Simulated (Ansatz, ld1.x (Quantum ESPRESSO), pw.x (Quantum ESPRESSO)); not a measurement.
# From atom to crystal: RRKJ potential for tantalum (Ta)

* Element: Ta (Z = 73)
* Generator: ld1.x (Quantum ESPRESSO) 7.5
* Type: norm-conserving RRKJ (Kleinman–Bylander form)
* Functional: PBEsol
* Relativity: scalar-relativistic
* Frozen core: [Xe] 4f14
* Valence charge: 5
* Reference configuration: 5d3 6s2 6p0
* Partial waves: 6p (bound, empty): rc 3.20 bohr; 5d (bound): rc 2.65 bohr; 6s (bound): rc 2.75 bohr
* Local potential: the s channel
* Core correction: none
* rho0: 0.02

Crystal test: diamond Ta in pw.x 7.5, no spin, 8³ k-points, Fermi–Dirac smearing 0.01 Ry, cutoffs 35/140 Ry. The reference is all-electron LAPW (Ansatz 0.2.0) with the same functional, mesh and smearing; V0 and B0 come from Birch–Murnaghan fits to the pressures at five volumes. Errors are pseudo minus all-electron; Δ is the rms difference of the E(V) curves that follow from these fits, minima aligned, over ±6 % about the mean V0. Mesh and smearing are coarse, so the numbers serve the comparison and aren't converged zero-temperature values; the lattice is a test structure that the element need not adopt.

```tsv
V (Å³/atom)	P all-electron (GPa)	P pseudo (GPa)
25.755	4.05	5.51
26.432	1.87	3.39
27.110	-0.09	1.46
27.788	-1.84	-0.30
28.465	-3.42	-1.88
```

All-electron: a0 = 6.006 Å (V0 = 27.08 Å³/atom), B0 = 74.4 GPa.

Pseudopotential: mean pressure error (GPa): +1.52; a0 (Å): 6.049; a0 error (%): +0.72; B0 error (%): -7.2; Δ (meV/atom): 9.1. The largest radius (3.20 bohr) exceeds half the bond length (2.46 bohr), so the spheres overlap, which is one possible source of error among others. This is a poor potential for the solid.

Problem. At the middle volume, how do free energy and pressure move when the wave cutoff is lowered (ecutrho kept at four times it)?

Solution.

```json
{"cutoff (Ry)": "16", "shift of F (meV/atom)": "+736.8", "shift of P (GPa)": "-20.26"}
{"cutoff (Ry)": "21", "shift of F (meV/atom)": "+31.8", "shift of P (GPa)": "-1.71"}
{"cutoff (Ry)": "28", "shift of F (meV/atom)": "+1.9", "shift of P (GPa)": "-0.01"}
```

Input at the middle volume:

```
&control
  calculation='scf', prefix='x', pseudo_dir='./', outdir='./tmp', tstress=.true., disk_io='none'
/
&system
  ibrav=0, nat=2, ntyp=1, ecutwfc=35, ecutrho=140, nbnd=12,
  occupations='smearing', smearing='fd', degauss=0.01
/
&electrons
  conv_thr=1e-09, mixing_beta=0.4, electron_maxstep=70
/
ATOMIC_SPECIES
Ta 1.0 Ta.UPF
CELL_PARAMETERS angstrom
  0.00000000 3.00406855 3.00406855
  3.00406855 0.00000000 3.00406855
  3.00406855 3.00406855 0.00000000
ATOMIC_POSITIONS crystal
Ta 0.0000 0.0000 0.0000
Ta 0.2500 0.2500 0.2500
K_POINTS automatic
8 8 8 0 0 0
```

```bash
pw.x < Ta.scf.in > Ta.scf.out
```

Lines of the output:

```
Message from routine setup:
     using ibrav=0 with symmetry is DISCOURAGED, use correct ibrav instead
     lattice parameter (alat)  =       8.0283  a.u.
     unit-cell volume          =     365.8947 (a.u.)^3
     number of electrons       =        10.00
     number of Kohn-Sham states=           12
     kinetic-energy cutoff     =      35.0000  Ry
     charge density cutoff     =     140.0000  Ry
     scf convergence threshold =      1.0E-09
     Exchange-correlation= PBESOL
     number of k points=    29  Fermi-Dirac smearing, width (Ry)=  0.0100
     iteration #  1     ecut=    35.00 Ry     beta= 0.40
     total energy              =     -19.78941991 Ry
     estimated scf accuracy    <       0.04234209 Ry
     iteration #  2     ecut=    35.00 Ry     beta= 0.40
     total energy              =     -19.79017911 Ry
     estimated scf accuracy    <       0.00705071 Ry
     iteration #  3     ecut=    35.00 Ry     beta= 0.40
     total energy              =     -19.79088257 Ry
     estimated scf accuracy    <       0.00059146 Ry
     iteration #  4     ecut=    35.00 Ry     beta= 0.40
     total energy              =     -19.79100246 Ry
     estimated scf accuracy    <       0.00003443 Ry
     iteration #  5     ecut=    35.00 Ry     beta= 0.40
     total energy              =     -19.79101354 Ry
     estimated scf accuracy    <       0.00000385 Ry
     iteration #  6     ecut=    35.00 Ry     beta= 0.40
     total energy              =     -19.79101464 Ry
     estimated scf accuracy    <       0.00000008 Ry
     iteration #  7     ecut=    35.00 Ry     beta= 0.40
     total energy              =     -19.79101469 Ry
     estimated scf accuracy    <       0.00000009 Ry
     iteration #  8     ecut=    35.00 Ry     beta= 0.40
     total energy              =     -19.79101471 Ry
     estimated scf accuracy    <          1.2E-09 Ry
     iteration #  9     ecut=    35.00 Ry     beta= 0.40
     the Fermi energy is     6.4411 ev
!    total energy              =     -19.79101471 Ry
     estimated scf accuracy    <          2.2E-10 Ry
     smearing contrib. (-TS)   =      -0.01714402 Ry
     The total energy is F=E-TS. E is the sum of the following terms:
     one-electron contribution =       8.24417943 Ry
     hartree contribution      =       1.51297524 Ry
     xc contribution           =      -5.80844112 Ry
     ewald contribution        =     -23.72258424 Ry
     convergence has been achieved in   9 iterations
          total   stress  (Ry/bohr**3)                   (kbar)     P=       14.55
     Message from routine punch:
     Nothing written, as per user request (disk_io='none')
```

The run at the middle volume (29 k-points, 9 iterations) took about 5.1 s on one core of a shared host (Neoverse-V1, 32 threads, 247 GiB, load 21).
